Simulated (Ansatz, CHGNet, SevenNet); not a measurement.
## Ladder of methods for the TO(Γ) frequency of zinc-blende InSb

Reference value: 180 cm⁻¹ (measured, room temperature, no zero-point or thermal correction, our sources range from 180 to 185; as tabulated in arXiv:1704.04770).

| level (code) | value (cm⁻¹) | cell (Å³/atom) | difference (%) |
|---|---|---|---|
| CHGNet 0.3.0 | 90 | 36.65 | -50 |
| CHGNet-r²SCAN | 61 | 35.30 | -66 |
| SevenNet-l3i5 | 154 | 36.67 | -14.4 |
| LDA (Ansatz) | 179 | 33.54 | -0.6 |
| PBE (Ansatz) | 165 | 36.51 | -8.3 |
| PBEsol (Ansatz) | 174 | 34.63 | -3.3 |

Leaving aside CHGNet 0.3.0 (imaginary modes in this run), CHGNet-r²SCAN (imaginary modes in this run): Once the reference is moved by up to 3.0 % (a margin picked here for doubts on the reference and the settings, and for temperature and zero-point motion) and values within 0.7 % count as equal, the nearest can be LDA (-0.6 %) or PBEsol (-3.3 %). Among them SevenNet-l3i5 (-14.4 %) misses by most.

The reference isn't brought to a static lattice, while the calculations are for one, so the differences are not the levels' errors alone.  LDA, PBE, PBEsol: the solid has no gap at this level, which affects its response. Each level is taken at its own relaxed cell. Ansatz's density-functional and Hartree–Fock values are scalar-relativistic unless marked +SOC, with PAW data made under PBE.

Machine-learned potentials (CHGNet 0.3.0, CHGNet-r²SCAN, SevenNet-l3i5) are trained on DFT data: a solid inside that data is no test of them.

Differences are worked out from the printed values.

Ansatz is a program for electronic structure.
